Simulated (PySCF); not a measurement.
Simulated outer-valence photoelectron spectrum of methylsilylchloride, `C[SiH2]Cl`. The calculation used EOM-IP-CCSD/aug-cc-pVDZ in PySCF, restricted Hartree–Fock reference, frozen core, non-relativistic, gas phase, PBE0-D3(BJ)/def2-SVP geometry.

Each root has a Gaussian of 0.8 eV full width with its one-hole share as area; cross sections and vibrations are left out, and the highest printed point is 100.

(ionisation energy (eV), intensity): (10.0, 0), (10.2, 1), (10.4, 5), (10.6, 16), (10.8, 37), (11.0, 61), (11.2, 73), (11.4, 63), (11.6, 39), (11.8, 18), (12.0, 10), (12.2, 16), (12.4, 36), (12.6, 66), (12.8, 93), (13.0, 100), (13.2, 82), (13.4, 50), (13.6, 22), (13.8, 8), (14.0, 6), (14.2, 15), (14.4, 36), (14.6, 62), (14.8, 75), (15.0, 64), (15.2, 38), (15.4, 16), (15.6, 5), (15.8, 1), (16.0, 0), (16.2, 0), (16.4, 0), (16.6, 0), (16.8, 2), (17.0, 7), (17.2, 16), (17.4, 28), (17.6, 35), (17.8, 30), (18.0, 19), (18.2, 8), (18.4, 3), (18.6, 1), (18.8, 0)

Q: Where are the maxima, and how many lines lie under the curve?

A: 4 maxima, at 11.2, 13.0, 14.8 and 17.6 eV, from 8 lines. At this width some lines have no maximum of their own.

Q: List the lines with their holes.

A: 
```csv
E (eV),leading hole (HF orbital),area,Koopmans (eV)
11.13,HOMO,0.95,11.94
11.28,HOMO-1,0.95,12.03
12.73,HOMO-2,0.95,13.62
13.00,HOMO-3,0.95,13.83
13.10,HOMO-4,0.95,13.90
14.79,HOMO-5,0.95,15.72
14.82,HOMO-6,0.95,15.76
17.62,HOMO-7,0.89,19.11
```

The widest gap, 2.80 eV, lies between 14.82 and 17.62 eV. Only orbitals with −ε under 21 eV, eight at most, were ionised, so the high end of the curve may lack lines.
